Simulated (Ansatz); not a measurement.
**Band gap of PbSeO4 (P2₁/c, No. 14) at several levels of theory**

No measured value is used here.

| level (code) | value (eV) | cell (Å³/atom) |
|---|---|---|
| LDA (Ansatz) | 3.31 | 14.27 |
| PBEsol (Ansatz) | 3.32 | 14.97 |
| r²SCAN-D4 (Ansatz) | ___ | 14.90 |
| r²SCAN+rVV10 (Ansatz) | 4.02 | 14.75 |

Q: Some entries are withheld; supply them.

A: 
- r²SCAN-D4 (Ansatz, a program for electronic structure), value (eV): 4.07

Computed values are for a static lattice. Spin–orbit coupling is included only where a level's name says +SOC; with heavier elements it mostly lowers gaps and can invert bands.  LDA, PBEsol, r²SCAN-D4, r²SCAN+rVV10: the gap is read on the k mesh or supercell of the run alone and can be too large. LDA, PBEsol: the cell comes from a level without a dispersion term, which matters for the spacing of layers, chains or molecules. Each level is taken at its own relaxed cell. Ansatz's density-functional and Hartree–Fock values are scalar-relativistic unless marked +SOC, with PAW data made under PBE.
